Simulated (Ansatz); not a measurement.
Total energies of `C=C(F)C=N`.

```
atom    x (Å)    y (Å)    z (Å)
  C1   1.0065  -0.3102   0.8348
  C2   0.2131  -0.5954  -0.1847
  F3   0.3514  -1.7593  -0.8379
  C4  -0.8748   0.2206  -0.7543
  N5  -1.2647   1.3650  -0.3871
  H6   0.8996   0.6254   1.3660
  H7   1.7723  -1.0029   1.1552
  H8  -1.3841  -0.2548  -1.5961
  H9  -0.7192   1.7117   0.4042
```

Total charge 0; spin multiplicity 1. All single points use the PBE0-D4/def2-TZVP geometry. It is one conformer, not always the lowest. Basis def2-TZVPP, the Gaussian-basis code of Ansatz.

RPA on PBE orbitals: Hartree–Fock energy of these orbitals -269.82600 Eh, correlation -1.45330 Eh (frozen core).

```tsv
functional	energy without D4 (Eh)	D4 term (kJ/mol)
LDA (SPW92)	-269.22211	–
PBE	-271.07189	-14.7
revPBE	-271.30153	-52.2
BLYP	-271.31531	-33.4
r2SCAN	-271.23891	-3.6
B97M-V	-271.34029	–
PBE0	-271.07887	-12.2
B3LYP	-271.38700	-23.5
r2SCANh	-271.22309	-3.8
r2SCAN0	-271.20059	-4.2
HSE06 (plane-wave form)	-271.06562	-11.2
BHLYP	-271.23727	-16.0
CAM-B3LYP	-271.26968	-12.1
LC-ωPBE	-271.20263	–
ωB97X-V	-271.29238	–
ωB97M-V	-271.28780	–
B2PLYP	-271.18197	–
PBE-QIDH	-271.03492	–
```

B3LYP takes the VWN-RPA correlation (the form of Gaussian; ORCA's B3LYP/G). HSE06 is the plane-wave form, built on full-range PBE exchange. The double hybrids freeze the cores in their second-order part.

LC-ωPBE has ω = 0.4 bohr⁻¹.
